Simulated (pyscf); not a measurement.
`[NH]=[SiH][NH2]` + `[H][H]` -> `[NH]=[SiH2]` + `[NH3]`, a four-centre exchange (singlet surface; N–Si, H–H broken, H–Si, H–N formed). PySCF, gas phase, ωB97X-D3(BJ)/def2-SVP geometries. Energies in kJ/mol from the separated reactants.

Small-basis levels: PySCF, no dispersion term, spherical d functions. 

Task: Quick MP2/6-31G* single points give ΔE‡ = 178.2 kJ/mol and ΔE = +68.2 kJ/mol. What does ωB97M-D3(BJ)/def2-TZVP give, and how far is the quick result from it?

Result: ωB97M-D3(BJ)/def2-TZVP gives ΔE‡ = 139.8 kJ/mol and ΔE = +67.9 kJ/mol. MP2/6-31G* lies 38.4 kJ/mol over it in the barrier and 0.3 kJ/mol over it in the reaction energy, so on this step it does not hold to within 12.6 kJ/mol. ωB97M-D3(BJ)/def2-TZVP has limits of its own. On the product side the descent ends in an adduct with a N–Si contact (not fully relaxed), 93.9 kJ/mol under the separated species and 162.7 kJ/mol under the saddle at ωB97X-D3(BJ)/def2-TZVP. What is counted as broken (N–Si) persists as a longer contact in the product adduct; parting that adduct is a step of its own. At the saddle there is also a short H–Si contact that neither side keeps. The same reactants have a lower exit, to H₂N–SiH₂–NH₂ (barrier +85.2 kJ/mol at ωB97M-D3(BJ)/def2-TZVP, against +139.8 kJ/mol here). HN=SiH–NH₂ lies 86.7 kJ/mol over its isomer H₂N–Si:–NH₂ [singlet] (electronic energy, ωB97M-D3(BJ)/def2-TZVP). HN=SiH₂ lies 76.0 kJ/mol over its isomer H₂N–SiH: [singlet] (electronic energy, ωB97M-D3(BJ)/def2-TZVP). This is the saddle that the search found; another between the same sides may lie lower.
